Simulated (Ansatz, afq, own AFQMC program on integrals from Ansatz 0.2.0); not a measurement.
Integrals from Ansatz 0.2.0, then the random walk in our own AFQMC program (afq).

```yaml
crystal:
  periodic: [false, false, false]
  atoms:
    - {symbol: Al, position_ang: [0.000000, 0.000000, 0.000000]}
basis:
  gaussian: {orbitals: 6-31G}
magnetization: {spin_polarized: true, initial_magnetization: 1}
correlation: {method: ccsd_t, electrons: outside_noble_gas, hamiltonian_folder: ham}
```

```sh
$ ansatz run in.yaml --threads 1 --pin off --events-out ev --progress --plain --max-ram 1843MiB
```

afq runs on the folder ham with

```
--method free --trial cisd --walkers 200 --time-step 0.03 --max-blocks 80 --target-error 0.00021 --factor-cut 1e-05 --seed 8049 --times 0,0.3,0.6,1.2,1.8,2.4,3.6,4.8,6 --taylor-order 8
```

Times are imaginary, in 1/Eh. The walk had a cap of 337 s.

```
orbitals 8  electrons 2 1  factors 29 of 59
reference energy -241.85418633 Eh
CCSD correlation -0.02921454 Eh in 10 cycles, weight of the determinant in the CISD state 0.9516
repeat  energy at the last time / Eh  error
    10  -241.883561  0.000007
    20  -241.883557  0.000006
    30  -241.883559  0.000005
time / (1/Eh)  energy / Eh  error  mean overlap
  0.00  -241.883401  0.000000  1.0511
  0.30  -241.883442  0.000002  1.0504
  0.60  -241.883474  0.000003  1.0514
  1.20  -241.883514  0.000003  1.0480
  1.80  -241.883538  0.000003  1.0491
  2.40  -241.883549  0.000004  1.0531
  3.60  -241.883551  0.000006  1.0481
  4.80  -241.883555  0.000006  1.0478
  6.00  -241.883561  0.000005  1.0516
energy -241.883561 +/- 0.000005 Eh
```

**Question.** Estimate how long the walk took on 1 thread of Arm Neoverse V1, with other jobs on the host.

**Answer.** 8.7 s of wall time.

The run passed its tests (error under three times the target), which doesn't prove that it has relaxed.

Against this walk (error 0.1 meV) on the same determinant: CCSD(T) 1.5 meV higher, full CI (a separate run on its own orbitals, whose frozen core shifts it by up to a few meV) 0.1 meV higher (within the noise). The error is statistical, and a free projection of finite length keeps a remainder of its start.

Cautions: remainder of the start not in the error; full CI with its own frozen core.

A walk keeps the symmetry of its determinant, which the program's search chose and which needn't be the lowest solution, so a lower state of the same spin and another symmetry isn't excluded.
